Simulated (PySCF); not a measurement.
**Ionisation energy of Cl by level of theory**

Cl [Ne] 3s2 3p5 [3p1/2^2 3p3/2^3, M_J = 3/2] → Cl⁺ [Ne] 3s2 3p4 [3p1/2^2 3p3/2^2, M_J = 2], as a difference of total energies. Calculation: PySCF 2.14, in x2c-TZVPall-2c with one added diffuse shell each of s, p type (6s7p2d1f, 44 functions); the two-component X2C-1e Hamiltonian. Correlated levels: [Ne] frozen; the 6 highest virtual spinors dropped. "Screened" scales the spin-orbit matrix elements by Boettger's factors to mimic the two-electron term; Breit and QED terms are absent.

| method | ionisation energy (eV) |
| --- | --- |
| GHF (spin-free) | 11.773 |
| GMP2 (spin-free) | 12.693 |
| GHF (screened spin-orbit) | 11.765 |
| GMP2 (screened spin-orbit) | 12.685 |

How much does correlation contribute at GMP2 (screened spin-orbit)?

12.685 − (11.765) = 0.920 eV, measured against GHF (screened spin-orbit).

Errors of the correlated levels include the incompleteness of this basis and the frozen core.

The labels give the starting determinants; with spin-orbit coupling the two ends relaxed to ⟨J²⟩ = 3.76, ⟨L²⟩ = 2.01, ⟨S²⟩ = 0.75 and ⟨J²⟩ = 6.02, ⟨L²⟩ = 2.02, ⟨S²⟩ = 2.00.

For comparison: 12.968 eV (measured; NIST Atomic Spectra Database, ionization energies).
